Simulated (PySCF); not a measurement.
**A thermochemical cycle for PF**

PBE in PySCF with def2-TZVPPD on every atom, for the lowest determinant that a PBE0 search found; no spin–orbit coupling. PF, a triplet (π ↑↑), has De = 5.08 eV to neutral atoms, and PF⁺, a doublet (π ↑), has De = 5.97 eV to P⁺ + F.

The adiabatic ionisation energy of PF, between the minima, is 9.60 eV.

Which ionisation energy of the P atom does this level give?

IE(P) = IE(molecule) + De(ion) − De(neutral) = 9.60 + 5.97 − 5.08 = 10.49 eV; the measured value is 10.487 eV (NIST ASD).

For an ion De counts to the pair picked by the measured ionisation energies or electron affinities, which need not be the lowest pair at this level. States were picked by a PBE0 search and need not be the measured ground states.
